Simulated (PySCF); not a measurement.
A geometry optimisation, step by step.

H₆SSi₂.
Bonds: Si1–Si2, Si2–S3. Hydrogens: H4, H5, H6 on Si1; H7, H8 on Si2; H9 on S3.

Method: PBE0-D3(BJ)/def2-SVP geometry optimisation, gas phase in PySCF 2.14.0; density fitting, grid level 1; the optimiser is geomeTRIC in internal coordinates, started from a GFN2-xTB structure with every atom displaced at random (about 0.01 Å). The frame can shift and turn from step to step; on so coarse a grid that alone can change the energy by a few meV, and forces under 0.02 eV/Å are noise.

Step 0: E = -26669.8812 eV, largest atomic force 1.217 eV/Å
```
atom  x, y, z in Å  |  force x, y, z in eV/Å
Si1    -1.279    0.493    0.142   -0.122   0.665   0.002
Si2     0.528   -0.867   -0.162    1.179   0.302  -0.030
S3      2.287   -0.027    0.744    0.251  -0.624   0.822
H4     -2.418   -0.072   -0.546   -0.848  -0.466  -0.467
H5     -1.088    1.844   -0.447    0.273   0.116  -0.128
H6     -1.655    0.713    1.543    0.038  -0.096   0.551
H7      0.493   -2.157    0.514   -0.314  -0.618   0.316
H8      0.927   -1.102   -1.560   -0.346  -0.086  -0.573
H9      2.263    1.157    0.165   -0.111   0.806  -0.492
```

Step 1: E = -26670.0603 eV, largest atomic force 0.310 eV/Å
```
atom  x, y, z in Å  |  force x, y, z in eV/Å
Si1    -1.307    0.399    0.051    0.131  -0.013   0.031
Si2     0.637   -0.894   -0.180   -0.280  -0.051   0.027
S3      2.288    0.007    0.874   -0.042   0.223  -0.211
H4     -2.487   -0.187   -0.660    0.062  -0.016   0.000
H5     -1.001    1.738   -0.538   -0.064   0.077   0.019
H6     -1.627    0.547    1.501   -0.037   0.052   0.037
H7      0.459   -2.215    0.492    0.055  -0.034  -0.011
H8      0.862   -1.122   -1.641    0.183  -0.006   0.008
H9      2.205    1.216    0.253   -0.009  -0.231   0.100
```

Step 2: E = -26670.0748 eV, largest atomic force 0.131 eV/Å
```
atom  x, y, z in Å  |  force x, y, z in eV/Å
Si1    -1.300    0.408    0.062    0.057   0.008   0.012
Si2     0.627   -0.907   -0.181   -0.126  -0.034  -0.011
S3      2.274    0.012    0.856    0.043   0.057  -0.009
H4     -2.471   -0.182   -0.658    0.000  -0.013  -0.008
H5     -1.011    1.758   -0.519   -0.019   0.001   0.025
H6     -1.635    0.557    1.510    0.005   0.011  -0.004
H7      0.472   -2.231    0.490    0.001  -0.003  -0.020
H8      0.905   -1.130   -1.635    0.046  -0.009   0.016
H9      2.168    1.205    0.227   -0.007  -0.018  -0.001
```

Step 3: E = -26670.0763 eV, largest atomic force 0.036 eV/Å
```
atom  x, y, z in Å  |  force x, y, z in eV/Å
Si1    -1.297    0.409    0.067    0.005  -0.002  -0.003
Si2     0.623   -0.912   -0.181   -0.025  -0.004  -0.013
S3      2.270    0.021    0.846    0.028   0.008   0.021
H4     -2.466   -0.180   -0.656   -0.004  -0.001   0.001
H5     -1.013    1.764   -0.504    0.000   0.000   0.009
H6     -1.631    0.555    1.515    0.007  -0.004   0.003
H7      0.471   -2.238    0.488   -0.005   0.001  -0.004
H8      0.919   -1.137   -1.631    0.001  -0.009   0.002
H9      2.153    1.207    0.209   -0.007   0.011  -0.015
```

Step 4: E = -26670.0765 eV, largest atomic force under 0.02 eV/Å
```
atom  x, y, z in Å  |  force x, y, z in eV/Å
Si1    -1.295    0.408    0.070   -0.008  -0.001  -0.004
Si2     0.622   -0.913   -0.183    0.011   0.003  -0.008
S3      2.270    0.028    0.840    0.005  -0.001   0.008
H4     -2.467   -0.179   -0.652   -0.002   0.003   0.004
H5     -1.014    1.766   -0.495    0.002  -0.001   0.003
H6     -1.625    0.550    1.520    0.005  -0.007   0.004
H7      0.471   -2.238    0.487   -0.003   0.002   0.003
H8      0.922   -1.141   -1.631   -0.008  -0.006  -0.001
H9      2.145    1.209    0.196   -0.002   0.007  -0.009
```

Problem. Summarise the path.

Solution. The energy falls by 18.85 kJ/mol from step 0 to step 4; nine tenths of that is first reached at step 1. It falls at every step. The largest force goes from 1.217 to under 0.02 eV/Å. Among the bonds Si1–Si2 changes most, from 2.281 to 2.342 Å; the atoms move by 0.085 Å rms after alignment.

Problem. Follow the three bonds and two angles with the largest change from start to end.

Solution. 
```json
{"step": "0", "E above end (kJ/mol)": "18.85", "largest force (eV/Å)": "1.217", "Si1–Si2 (Å)": "2.281", "Si1–H4 (Å)": "1.445", "Si2–H7 (Å)": "1.457", "S3–Si2–H8 (°)": "103.9", "Si1–Si2–H8 (°)": "115.9"}
{"step": "1", "E above end (kJ/mol)": "1.57", "largest force (eV/Å)": "0.310", "Si1–Si2 (Å)": "2.347", "Si1–H4 (Å)": "1.498", "Si2–H7 (Å)": "1.492", "S3–Si2–H8 (°)": "115.2", "Si1–Si2–H8 (°)": "107.8"}
{"step": "2", "E above end (kJ/mol)": "0.17", "largest force (eV/Å)": "0.131", "Si1–Si2 (Å)": "2.346", "Si1–H4 (Å)": "1.495", "Si2–H7 (Å)": "1.493", "S3–Si2–H8 (°)": "112.9", "Si1–Si2–H8 (°)": "109.7"}
{"step": "3", "E above end (kJ/mol)": "0.03", "largest force (eV/Å)": "0.036", "Si1–Si2 (Å)": "2.343", "Si1–H4 (Å)": "1.496", "Si2–H7 (Å)": "1.493", "S3–Si2–H8 (°)": "112.0", "Si1–Si2–H8 (°)": "110.5"}
{"step": "4", "E above end (kJ/mol)": "0.00", "largest force (eV/Å)": "under 0.02", "Si1–Si2 (Å)": "2.342", "Si1–H4 (Å)": "1.496", "Si2–H7 (Å)": "1.493", "S3–Si2–H8 (°)": "111.9", "Si1–Si2–H8 (°)": "110.8"}
```

The cost below is that of the whole optimisation. Hardware: one thread, Arm Neoverse V1 (aarch64), no GPU, on a shared host. Cost: 11 s wall, 0.36 GiB resident at most.
